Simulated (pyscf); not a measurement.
`[OH][Ti]([OH])([OH])[OH]` + `[BrH]` → `[OH][Ti]([OH])([OH])[Br]` + `[OH2]` (four-centre exchange; singlet surface; O–Ti, Br–H broken, Br–Ti, H–O formed). Single points on ωB97X-D3(BJ)/def2-SVP structures (PySCF, gas phase). Energies in kcal/mol from the separated reactants.

| level | barrier | reaction energy |
|---|---|---|
| ωB97X-D3(BJ)/def2-TZVP | [?] | [?] |
| PBE/def2-TZVP | -3.2 | -8.6 |
| r²SCAN/def2-TZVP | -4.0 | -9.3 |
| M06-2X/def2-TZVP | -3.3 | -9.7 |
| ωB97M-D3(BJ)/def2-TZVP | -0.5 | -8.1 |
| HF/def2-TZVP | [?] | -8.3 |

Q: Complete the blanks.

A: 
- ωB97X-D3(BJ)/def2-TZVP, barrier: -2.6
- ωB97X-D3(BJ)/def2-TZVP, reaction energy: -12.4
- HF/def2-TZVP, barrier: 10.4

On the reactant side the descent ends in a complex (not fully relaxed), 7.4 kcal/mol under the separated species and 4.8 kcal/mol under the saddle at ωB97X-D3(BJ)/def2-TZVP. On the product side the descent ends in an adduct with a O–Ti contact (not fully relaxed), 11.5 kcal/mol under the separated species and 21.3 kcal/mol under the saddle at ωB97X-D3(BJ)/def2-TZVP. At ωB97X-D3(BJ), PBE, r²SCAN, M06-2X, ωB97M-D3(BJ) the saddle lies under the separated reactants, which points to a path from their complex (located at ωB97X-D3(BJ) alone). What is counted as broken (O–Ti) persists as a longer contact in the product adduct; parting that adduct is a step of its own. This is the saddle that the search found; another between the same sides may lie lower. Elements up to Kr have no core potential and no relativistic terms here.
